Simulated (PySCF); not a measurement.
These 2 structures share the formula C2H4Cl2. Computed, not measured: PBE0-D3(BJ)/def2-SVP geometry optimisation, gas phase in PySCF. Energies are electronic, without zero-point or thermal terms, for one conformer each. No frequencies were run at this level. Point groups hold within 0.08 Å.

Question: Order them by energy at this level, lowest first, and give relative energies in kcal/mol.
A. `[Cl:1][CH2:2][CH2:3][Cl:4]` with Cl1–C2–C3–Cl4 180°
B. `CC(Cl)Cl`

Answer: B (0.0), A (0.1).

Neighbours under 2.5 kcal/mol apart (CC(Cl)Cl and ClCCCl) can change places with a better method, another conformer or zero-point energy.

| SMILES | E (Eh) | E rel (kcal/mol) | dipole (D) | point group | A, B, C (MHz) |
| --- | --- | --- | --- | --- | --- |
| CC(Cl)Cl | -998.28050 | 0.0 | 2.00 | Cs | 6478, 3183, 2263 |
| ClCCCl | -998.28037 | 0.1 | 0.00 | C2h | 29360, 1508, 1461 |

Q: How do the relative energies change in single points at PBE0/pcSseg-1 (no added dispersion term) on the same geometries?

A: 
```csv
SMILES,PBE0-D3(BJ)/def2-SVP (kcal/mol),PBE0/pcSseg-1 (kcal/mol),shift
CC(Cl)Cl,0.0,0.5,+0.5
ClCCCl,0.1,0.0,-0.1
```

Each column counts from its own lowest isomer. ClCCCl becomes the lowest; the largest shift is 0.5 kcal/mol.

Q: As an exercise, what shares would exp(−E/RT) give at 298.15 K from these electronic energies alone (no entropy, no degeneracies)?

A: RT = 0.592 kcal/mol: CC(Cl)Cl 53.6 %, ClCCCl 46.4 %.
